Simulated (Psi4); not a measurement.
C$_{3}$H$_{7}$O (SMILES [CH2-]COC), charge -1, singlet, at a GFN2-xTB geometry (a gas-phase anion, which may not be bound at this level); SVWN/def2-SVP in Psi4.

Input for Psi4:
```
memory 2 GB

molecule mol {
-1 1
O    -0.023642   -0.727914   -0.024102
C    -0.116951    0.723098    0.023535
C     1.279972   -1.175846   -0.053462
C    -1.537940    1.164040   -0.039947
H     0.532829    1.001199    0.938988
H     0.448597    1.107859   -0.851830
H     1.267538   -2.270327   -0.051974
H     1.820978   -0.828458   -0.954974
H     1.857492   -0.826216    0.825249
H    -1.974054    1.113194    0.991900
H    -1.514731    2.258309   -0.285304
}

set {
  basis def2-svp
  reference rks
}

energy('svwn')
print_variables()
```

The log (banner, timings and long lists left out):

```
   => Loading Basis Set <=

    Name: DEF2-SVP
    Role: ORBITAL
    Keyword: BASIS

         ---------------------------------------------------------
                                   SCF
               by Justin Turney, Rob Parrish, Andy Simmonett
                          and Daniel G. A. Smith
                              RKS Reference
         ---------------------------------------------------------

  ==> Geometry <==

    Molecular point group: c1
    Full point group: C1

    Geometry (in Angstrom), charge = -1, multiplicity = 1:

       Center              X                  Y                   Z               Mass
    ------------   -----------------  -----------------  -----------------  -----------------
         O            0.017331090134    -0.701839587462    -0.013819929363    15.994914619570
         C           -0.075977909866     0.749172412538     0.033817070637    12.000000000000
         C            1.320945090134    -1.149771587462    -0.043179929363    12.000000000000
         C           -1.496966909866     1.190114412538    -0.029664929363    12.000000000000
         H            0.573802090134     1.027273412538     0.949270070637     1.007825032230
         H            0.489570090134     1.133933412538    -0.841547929363     1.007825032230
         H            1.308511090134    -2.244252587462    -0.041691929363     1.007825032230
         H            1.861951090134    -0.802383587462    -0.944691929363     1.007825032230
         H            1.898465090134    -0.800141587462     0.835531070637     1.007825032230
         H           -1.933080909866     1.139268412538     1.002182070637     1.007825032230
         H           -1.473757909866     2.284383412538    -0.275021929363     1.007825032230

  Running in c1 symmetry.

  Rotational constants: A =      1.02736  B =      0.14248  C =      0.13367 [cm^-1]
  Rotational constants: A =  30799.61636  B =   4271.42801  C =   4007.28833 [MHz]
  Nuclear repulsion =  124.972373070734179

  Charge       = -1
  Multiplicity = 1
  Electrons    = 34
  Nalpha       = 17
  Nbeta        = 17

  ==> Algorithm <==

  SCF Algorithm Type is DF.
  DIIS enabled.
  MOM disabled.
  Fractional occupation disabled.
  Guess Type is SAD.
  Energy threshold   = 1.00e-06
  Density threshold  = 1.00e-06
  Integral threshold = 1.00e-12

  ==> Primary Basis <==

  Basis Set: DEF2-SVP
    Blend: DEF2-SVP
    Number of shells: 45
    Number of basis functions: 91
[...]
   @DF-RKS iter   5:  -192.49702130609148   -2.85958e-02   6.24860e-04 DIIS/ADIIS
   @DF-RKS iter   6:  -192.49786926949926   -8.47963e-04   4.70918e-04 DIIS/ADIIS
   @DF-RKS iter   7:  -192.49876522389550   -8.95954e-04   5.00665e-05 DIIS
   @DF-RKS iter   8:  -192.49877348737053   -8.26348e-06   2.60997e-05 DIIS
   @DF-RKS iter   9:  -192.49877619488660   -2.70752e-06   7.20592e-06 DIIS
   @DF-RKS iter  10:  -192.49877647260635   -2.77720e-07   6.58943e-07 DIIS
  Energy and wave function converged.

  ==> Post-Iterations <==

   Electrons on quadrature grid:
      Ntotal   =   34.0000381020 ; deviation = 3.810e-05

    Orbital Energies [Eh]
    ---------------------

    Doubly Occupied:

[...]
    Virtual:

[...]
    Final Occupation by Irrep:
              A
    DOCC [    17 ]
    NA   [    17 ]
    NB   [    17 ]

  @DF-RKS Final Energy:  -192.49877647260635

   => Energetics <=

    Nuclear Repulsion Energy =            124.9723730707341787
    One-Electron Energy =                -516.0476963518765388
    Two-Electron Energy =                 225.1415983179217903
    DFT Exchange-Correlation Energy =     -26.5650515093857962
    Empirical Dispersion Energy =           0.0000000000000000
    VV10 Nonlocal Energy =                  0.0000000000000000
    Total Energy =                       -192.4987764726063517

Computation Completed

Properties will be evaluated at   0.000000,   0.000000,   0.000000 [a0]

Properties computed using the SCF density matrix

 Multipole Moments:

 ------------------------------------------------------------------------------------
     Multipole            Electronic (a.u.)      Nuclear  (a.u.)        Total (a.u.)
 ------------------------------------------------------------------------------------

 L = 1.  Multiply by 2.5417464519 to convert [e a0] to [Debye]
 Dipole X            :         -0.5158161            2.5551194            2.0393033
 Dipole Y            :         -2.7256466            1.6260255           -1.0996211
 Dipole Z            :         -0.4527611            0.6411904            0.1884292
 Magnitude           :                                                    2.3245279

 ------------------------------------------------------------------------------------

  Variable Map:
  ----------------------------------------------------------------------------
[...]
  Array Variable Map:
  ----------------------------------------------------------------------------
[...]
[...]
```
